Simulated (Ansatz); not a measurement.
The end point of a relaxation of Ag. Method: PBEsol (plane waves to 420 eV, PAW, scalar-relativistic; Ansatz, a first-principles code).

```cif
data_Ag
_chemical_formula_sum 'Ag1'
_space_group_name_H-M_alt 'P 1'
_space_group_IT_number 1
_cell_length_a 2.86658
_cell_length_b 2.86658
_cell_length_c 2.86658
_cell_angle_alpha 119.986
_cell_angle_beta 119.986
_cell_angle_gamma 90.024
loop_
_space_group_symop_operation_xyz
  'x, y, z'
loop_
_atom_site_label
_atom_site_type_symbol
_atom_site_fract_x
_atom_site_fract_y
_atom_site_fract_z
_atom_site_occupancy
Ag1 Ag 0.00000 0.00000 0.00000 1
```

Find the space group and the Wyckoff positions (tolerance 0.01 Å).

Space group Fm-3m (No. 225); a = 4.054 Å, b = 4.054 Å, c = 4.054 Å, α = 90.00°, β = 90.00°, γ = 90.00°

```tsv
atom	site	symmetry	x	y	z
Ag	4a	m-3m	0.0000	0.0000	0.0000
```

This is the fcc (Cu type).

Give the shortest distances between elements (the closest pairs, up to four, under 3.6 Å).

Ag–Ag 2.87 Å.

```json
{
  "volume_per_atom": "16.66 Å³",
  "band_gap": "no gap (metallic)"
}
```

No spin polarisation in the result.

Measured for Ag: a 4.062 Å (static lattice; corrected from measurement; as listed in Daniel Mejia-Rodriguez, S. B. Trickey, Phys. Rev. B (2018)). Computed minus measured — a: PBEsol -0.2 %. The computed values are for a static lattice.

It was reached from a disturbed copy of a P4/mbm (No. 127) cell, against which it lies -0.31 eV/atom.
